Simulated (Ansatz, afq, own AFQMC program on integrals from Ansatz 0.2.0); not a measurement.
**AlNH4, triplet: AFQMC among the cluster methods**

```xyz
6

Al   -0.9966    0.0225    0.0000
H    -1.7895    1.3959    0.0000
H    -1.7895   -1.3509    0.0000
H     0.5893    0.0225    0.0000
N     1.9734    0.0225    0.0000
H     2.2425   -0.9817    0.0000
```

Connectivity, by distances: AlH3 ··· NH.

Basis cc-pVTZ. Noble-gas cores (and the filled d shells of Ga–Kr and In–Xe) are frozen. Ansatz 0.2.0 and our own AFQMC program on the same integrals; the CISD trial comes from CCSD amplitudes, and released means the phaseless constraint is let go. Uncertainties: one standard error, sampling alone.

Determinant: UHF, the one that the program's search chose, which needn't be the lowest solution. The geometry is a point of a scan.

No full CI on the walks' own integrals is used here. The released AFQMC energy serves as the reference, which it does only where one determinant dominates, the energy is flat over the last release times and near the phaseless one (40 meV or 2 meV an electron, half that with transition metals). On small molecules, where full CI could be run and the noise was under 10 meV, such values lay within 10 meV of it in 19 cases of 20, a flattering rate, since the rule was set on those same cases; what remains of the bias isn't in the error bar.

Cautions: lower spins were not checked; the released value is read at 2.40 1/Eh (meV from the phaseless value at times in 1/Eh: 4 ± 5 at 0.24, -5 ± 5 at 0.51, -5 ± 4 at 0.99, -2 ± 8 at 1.62, -10 ± 9 at 2.40).

```
T1 diagnostic                               : 0.0203
weight of the determinant in the CISD state : 0.873
⟨S²⟩ of the determinant                     : 2.038
size of the correlated space                : 12 electrons in 114 orbitals
```

Task: Estimate: order these by the size of their error in total energy against AFQMC with the constraint released, smallest first.
A. CCSD(T)
B. CCSD
C. MP2
D. phaseless AFQMC with a CISD trial

Result: D (0.23 ± 0.24 kcal/mol), A (1.13 ± 0.21 kcal/mol), B (6.38 ± 0.21 kcal/mol), C (32.49 ± 0.21 kcal/mol).

Reference: AFQMC with the constraint released, correlation energy -8.318 ± 0.009 eV.

A walk keeps the symmetry of its determinant, which the program's search chose and which needn't be the lowest solution, so a lower state of the same spin and another symmetry isn't excluded. Released energies are given only where the last usable release times agree within the noise; a slower fall can still hide under it.
